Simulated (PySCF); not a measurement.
## Spin states of MgAl⁺

Unrestricted PBE0; PySCF, no relativity, basis sets Mg pcseg-2, Al pcseg-2. Outer shells of the fragments: Mg 3s2; Al+ 3s2.

Followed along the bond (rough minima from three points):

| 2Ms+1 | unpaired | ⟨S²⟩ at the start | R at minimum (Å) | Te (eV) |
| --- | --- | --- | --- | --- |
| 1 | none | 0.00 | 3.13 | 0.00 |
| 3 | σ ↑, π ↑ | 2.01 | 2.71 | 1.61 |
| 1 | σ ↑, π ↓ | 1.02 | 2.74 | 1.90 |
| 3 | σ ↑↑ | 2.00 | none in the scan | ≤ 1.52 |

Solutions found at the starting distance of 2.650 Å, counted from the lowest of them; the search is not exhaustive and high or unbound solutions are not listed, so other states can lie among these:

| 2Ms+1 | unpaired | term | E (eV) | ⟨S²⟩ | ⟨Lz²⟩ | μ (D) |
| --- | --- | --- | --- | --- | --- | --- |
| 1 | none | ¹Σ⁺ | 0.00 | 0.00 | 0.00 | -1.81 |
| 3 | σ ↑, π ↑ | ³Π | 1.32 | 2.01 | 1.00 | -3.01 |
| 3 | σ ↑↑ | ³Σ⁺ | 1.59 | 2.00 | 0.00 | 0.71 |
| 1 | σ ↑, π ↓ | mixed | 1.61 | 1.02 | 1.00 | -3.09 |
| 3 | π ↑↑ | ³Σ⁻ | 3.81 | 2.02 | 0.00 | -4.63 |
| 1 | π ↑↓ | mixed | 4.01 | 1.00 | 2.01 | -4.33 |
| 1 | none | mixed | 4.55 | 0.09 | 2.00 | -3.68 |
| 3 | π ↑↑ | mixed | 5.71 | 2.01 | 2.00 | -1.04 |

A term symbol is given only where ⟨S²⟩ and ⟨Lz²⟩ are close to those of a pure state; real π, δ and φ orbitals otherwise mix terms. A positive dipole points towards Al; it is taken about the centre of mass and depends on that origin.

Counting both spins, an empty level lies below a filled one in some of these solutions, because spin and occupation are held.
